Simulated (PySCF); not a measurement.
Gas-phase reaction: SiH + 2 Cl ⇌ SiHCl₂

Computed with PySCF and rigid-rotor harmonic-oscillator thermochemistry at 1 bar. † marks an energy on the PBE0/def2-TZVP geometry and frequencies; other levels use their own. MP2 freezes the core. 6-31G* has spherical d functions here. Open shells (unrestricted): SiH (multiplicity 2, electronic degeneracy 4), Cl (multiplicity 2, electronic degeneracy 6), SiHCl₂ (multiplicity 2). Spin-orbit splitting is ignored; it lowers the true energy and changes the entropy of SiH, Cl. B3LYP is the form with VWN-RPA correlation. SiHCl₂: computed as isolated molecules; such fragments, hydroxides, amides, oligomers or adducts are transient or little studied in the gas. MP2 isn't extrapolated to the basis-set limit; its ΔH°(298 K) is -718.1 kJ in def2-SVP and -790.3 kJ in def2-TZVPP. The harmonic model lacks anharmonicity and excited electronic states, which grow with temperature; levels with a mode under 35 cm⁻¹ are left out.

```csv
level,"ΔE electronic, kJ","ΔH°(298 K), kJ","ΔS°(298 K), J/K","ΔG°(1800 K), kJ"
B3LYP/6-31G*,-712,-703,-237,-270
BLYP/def2-TZVP†,-732,-723,-238,-288
MP2/def2-SVP†,-727,-718,-238,-283
PBE/def2-SVP,-782,-774,-237,-342
PBE/def2-TZVP†,-795,-786,-238,-351
```
ΔH° is lowest at PBE/def2-TZVP† and highest at B3LYP/6-31G*. No reference value is set beside these.
